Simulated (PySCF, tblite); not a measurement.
Species: 2-propyne-1-thiol, C3H4S.
SMILES with atom numbers: `[CH:1]#[C:2][CH2:3][SH:4]` (hydrogens: H5 on C1; H6, H7 on C3; H8 on S4)

Computed with GFN2-xTB (tblite), gas phase: Langevin dynamics at 300 K from the optimised GFN2-xTB geometry, time step 0.5 fs, friction 0.01 fs⁻¹, 2000 steps. Over the second half of the run the saved frames average 287 K.

Frame at 250 fs, instantaneous temperature 245 K:
```
atom  x, y, z in Å
C1      1.713   -0.066   -0.366
C2      0.566   -0.331   -0.563
C3     -0.820   -0.522   -0.717
S4     -1.734    0.758    0.185
H5      2.684    0.354   -0.461
H6     -1.052   -1.512   -0.247
H7     -1.067   -0.525   -1.810
H8     -1.456    0.334    1.371
```

Frame at 425 fs, instantaneous temperature 291 K:
```
atom  x, y, z in Å
C1      1.683   -0.335   -0.639
C2      0.545   -0.361   -1.010
C3     -0.866   -0.416   -1.310
S4     -1.856    0.634   -0.054
H5      2.679   -0.138   -0.410
H6     -1.199   -1.429   -1.041
H7     -1.166   -0.105   -2.364
H8     -1.375    0.072    1.062
```

Frame at 625 fs, instantaneous temperature 171 K:
```
atom  x, y, z in Å
C1      1.642   -0.145   -1.332
C2      0.430   -0.366   -1.259
C3     -0.962   -0.677   -1.333
S4     -2.032    0.540   -0.521
H5      2.624    0.171   -1.079
H6     -1.218   -1.670   -0.815
H7     -1.349   -0.874   -2.361
H8     -1.082    1.139    0.317
```

Frame at 800 fs, instantaneous temperature 280 K:
```
atom  x, y, z in Å
C1      1.527   -0.389   -0.503
C2      0.356   -0.418   -0.821
C3     -1.038   -0.399   -1.198
S4     -2.109    0.732   -0.357
H5      2.538   -0.180   -0.262
H6     -1.377   -1.440   -1.002
H7     -1.161   -0.111   -2.251
H8     -2.308    0.083    0.781
```

Frame at 1000 fs, instantaneous temperature 288 K:
```
atom  x, y, z in Å
C1      0.696   -0.578   -0.581
C2     -0.395   -0.229   -0.926
C3     -1.790   -0.159   -1.252
S4     -2.780    0.728    0.012
H5      1.731   -0.513   -0.340
H6     -2.238   -1.170   -1.266
H7     -2.100    0.303   -2.158
H8     -2.368    0.199    1.243
```

**Question.** What do single points at PBE0/pcSseg-1 (PySCF, gas phase) give on these frames?

**Answer.** 
```csv
t (fs),GFN2-xTB E above start (eV),DFT E above lowest frame (eV),HOMO (eV),LUMO (eV),dipole (D)
250,0.23,0.13,-7.02,0.19,1.05
425,0.18,0.07,-7.03,-0.31,1.27
625,0.32,0.16,-6.94,-0.05,1.12
800,0.19,0.00,-7.14,0.33,1.12
1000,0.26,0.15,-6.99,0.17,1.25
```

The two levels order the frames alike by energy but for pairs within 0.08 eV at one level; measured from each level's lowest frame they differ by 0.08 eV at most. The HOMO–LUMO gap runs from 6.72 to 7.47 eV. These are instantaneous structures, not minima.

**Question.** And the isotropic GIAO shieldings (ppm) from the same runs?

**Answer.** 
| atom | 250 fs | 425 fs | 625 fs | 800 fs | 1000 fs | mean | range |
| --- | --- | --- | --- | --- | --- | --- | --- |
| C1 | 106.0 | 105.6 | 102.7 | 107.2 | 105.9 | 105.5 | 4.5 |
| C2 | 93.1 | 97.6 | 95.3 | 96.2 | 97.6 | 96.0 | 4.5 |
| C3 | 169.5 | 161.7 | 168.3 | 170.8 | 169.5 | 168.0 | 9.1 |
| S4 | 559.9 | 480.1 | 527.0 | 598.0 | 516.6 | 536.3 | 117.9 |
| H5 | 29.0 | 29.9 | 29.0 | 29.4 | 29.3 | 29.3 | 0.9 |
| H6 | 27.6 | 27.2 | 26.5 | 27.6 | 27.1 | 27.2 | 1.1 |
| H7 | 28.1 | 27.8 | 28.1 | 28.4 | 29.8 | 28.4 | 2.0 |
| H8 | 30.2 | 29.0 | 28.1 | 29.6 | 28.1 | 29.0 | 2.1 |

The cost below is that of the whole dynamics run. Time: 19 s of wall time; peak memory 0.18 GiB. Hardware: one thread of an AMD EPYC, no GPU, shared host.
